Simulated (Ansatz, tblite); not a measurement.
# CrCl3: removing and adding an electron

An exercise on one series of results from a longer session: the logs are not shown, and one member is left open.

Computed with Ansatz 0.2.0, Gaussian basis. Level: as each input shows.

Levels to be run: charge +1 triplet, at the geometry of the quartet (PBE0-D4/def2-TZVP, PBE-D4/def2-TZVP, r2SCAN-D4/def2-TZVP, LC-ωPBE/def2-TZVP, PBE-QIDH/def2-TZVP, LDA/def2-TZVP, ωB97X-V/def2-TZVP, BHLYP-D4/def2-TZVP, LC-ωPBE(0.10)/def2-TZVP, LC-ωPBE(0.15)/def2-TZVP, LC-ωPBE(0.20)/def2-TZVP, LC-ωPBE(0.30)/def2-TZVP, CCSD(T)/def2-TZVP); charge +1 triplet, relaxed (PBE0-D4/def2-TZVP, PBE-D4/def2-TZVP); charge -1 quintet, at the geometry of the quartet (PBE0-D4/def2-TZVPD, PBE-D4/def2-TZVPD, r2SCAN-D4/def2-TZVPD, LC-ωPBE(0.10)/def2-TZVP, LC-ωPBE(0.15)/def2-TZVP, LC-ωPBE(0.20)/def2-TZVP, LC-ωPBE(0.30)/def2-TZVP); charge -1 quintet, relaxed (PBE0-D4/def2-TZVPD, PBE-D4/def2-TZVPD); the starting quartet's energies come from earlier runs.

### The structure

The geometry is that of the quartet, from an earlier relaxation (B3LYP-D4/def2-SVP).

4 atoms, charge 0, spin multiplicity 4.

Atoms are counted from 1 here; the program's logs count them from 0.

Bond lengths: Cr1–Cl2 2.141 Å, Cr1–Cl3 2.141 Å, Cr1–Cl4 2.141 Å. Angles: Cl2–Cr1–Cl3 119.8°, Cl2–Cr1–Cl4 119.8°, Cl3–Cr1–Cl4 119.9°.

Formally the metal is d3. No spin-orbit coupling is included.

Set-up of the first run:

Input file in.yaml:

```yaml
crystal:
  periodic: [false, false, false]
  atoms:
    - {symbol: Cr, position_ang: [0.000251, -0.000470, -0.065037]}
    - {symbol: Cl, position_ang: [2.138736, -0.025913, 0.034066]}
    - {symbol: Cl, position_ang: [-1.046549, 1.865691, 0.005221]}
    - {symbol: Cl, position_ang: [-1.092438, -1.839308, 0.025750]}
basis:
  gaussian: {orbitals: def2-SVP}
total_charge: 1
magnetization: {spin_polarized: true, initial_magnetization: 2}
hamiltonian: {xc: pbe0, dispersion: d4}
output: {orbitals: {seedname: orbitals}}
```

Run with:

```sh
> ansatz run in.yaml --threads 2 --pin off --events-out ev --progress --plain --max-ram 4352MiB
```

Steps of the session up to this table: Charge +1 triplet at the fixed geometry, first pass, PBE0-D4/def2-SVP; Charge +1 triplet at the fixed geometry, PBE0-D4/def2-TZVP; Charge +1 triplet at the fixed geometry, PBE-D4/def2-TZVP; Charge +1 triplet at the fixed geometry, r2SCAN-D4/def2-TZVP; Charge +1 triplet at the fixed geometry, LC-ωPBE/def2-TZVP; Charge +1 triplet at the fixed geometry, PBE-QIDH/def2-TZVP; Charge +1 triplet at the fixed geometry, LDA/def2-TZVP; Charge +1 triplet at the fixed geometry, ωB97X-V/def2-TZVP; Charge +1 triplet at the fixed geometry, BHLYP-D4/def2-TZVP; Charge +1 triplet at the fixed geometry, LC-ωPBE(0.10)/def2-TZVP; Charge +1 triplet at the fixed geometry, LC-ωPBE(0.15)/def2-TZVP; Charge +1 triplet at the fixed geometry, LC-ωPBE(0.20)/def2-TZVP; Charge +1 triplet at the fixed geometry, LC-ωPBE(0.30)/def2-TZVP; Charge +1 triplet at the fixed geometry, CCSD(T)/def2-TZVP.

One of the session's tables, all rows but one given; the rest of the session is left out.

It belongs to the step «Vertical ionisation energy». Beside −ε(HOMO) of the starting state (over both spins):

```
              level  −ε(HOMO) (eV)  by difference (eV)  mismatch (eV)
      LDA/def2-TZVP           6.52                9.75          -3.23
   PBE-D4/def2-TZVP           6.48                9.63          -3.15
r2SCAN-D4/def2-TZVP           7.08               10.03          -2.95
  ωB97X-V/def2-TZVP              ?                   ?              ?
```

Estimate the missing values for ωB97X-V/def2-TZVP.

As computed: −ε(HOMO) (eV): 11.27; by difference (eV): 10.97; mismatch (eV): +0.30. In the column «−ε(HOMO) (eV)» it is the highest.

Caveats from the session: Doubts: large T1 diagnostic, spin contamination. CCSD(T)/def2-TZVP is no safe reference here (large T1 diagnostic, spin contamination). The anion's highest level is positive in at least one run, so there the basis alone may hold the extra electron.
